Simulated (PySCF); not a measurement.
**A geometry optimisation of H2OSi2 with PBE0-D3(BJ)/def2-SVP**

The starting geometry of this gas-phase singlet was optimised with GFN2-xTB.

| atom | x (Å) | y (Å) | z (Å) |
| --- | --- | --- | --- |
| O | 0.0862 | -2.4934 | 1.7332 |
| Si | -1.1944 | -1.6927 | 2.0492 |
| Si | 1.1409 | -1.2758 | 0.7340 |
| H | 1.0153 | -0.1382 | 1.6892 |
| H | 0.0702 | -0.8908 | -0.2281 |

Predict what it relaxes into with PBE0-D3(BJ)/def2-SVP.

New bonds form, giving a structure with H4 bridging Si3 and Si2, H5 bridging Si3 and Si2, given below by its coordinates. Distances that change by over a tenth: O1–Si2 (1.54 → 1.72 Å), Si2–Si3 (2.71 → 2.31 Å), Si3–H4 (1.49 → 1.75 Å), Si3–H5 (1.49 → 1.75 Å). Contacts that close: Si2–H4 (2.73 → 1.75 Å), Si2–H5 (2.73 → 1.75 Å).

The energy falls by 0.58 eV over 16 steps:

```
step  E − E(last) (eV)
   1             0.584
   3             0.210
   4             0.101
   6             0.054
   8             0.018
   9             0.009
  11             0.016
  13             0.001
  14             0.000
  16             0.000
```

Final geometry (Å):

```xyz
5

O     0.2801   -2.5656    1.6878
Si   -0.8164   -1.2393    1.6970
Si    1.2841   -1.5111    0.7702
H     0.6210   -0.2433    1.7792
H    -0.2151   -0.9219    0.0844
```

No frequencies were run, so the end isn't proven a minimum. Run with PySCF 2.14.0, 72 s on 2 threads of Intel(R) Xeon(R) Processor @ 2.50GHz (Skylake/Cascade Lake), with other jobs on the host.
